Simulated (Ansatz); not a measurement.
Molecule: SiH$_{3}$, charge 0, multiplicity 2. 
Coordinates optimised at B3LYP-D3(BJ)/def2-TZVP (Ansatz, a quantum-chemistry and plane-wave program):
```
Si
H 1 1.4828
H 1 1.4828 2 111.02
H 1 1.4828 2 111.02 3 124.02
```
Charge 0, spin multiplicity 2.

Basis-set convergence of Hartree-Fock and MP2 correlation energies (hartree) with Ansatz. Cores are frozen in the correlated levels unless marked. Open shells are spin-unrestricted. Spin-orbit coupling is left out. Non-relativistic.

| basis | functions | E(HF) | E(corr, MP2) |
|---|---|---|---|
| aug-cc-pV(D+d)Z | 59 | -290.63112 | -0.09858 |
| aug-cc-pV(T+d)Z | 124 | [?] | [?] |

Task: Fill in the missing entries.

Result: 
- aug-cc-pV(T+d)Z, E(HF): -290.64288
- aug-cc-pV(T+d)Z, E(corr, MP2): -0.11837
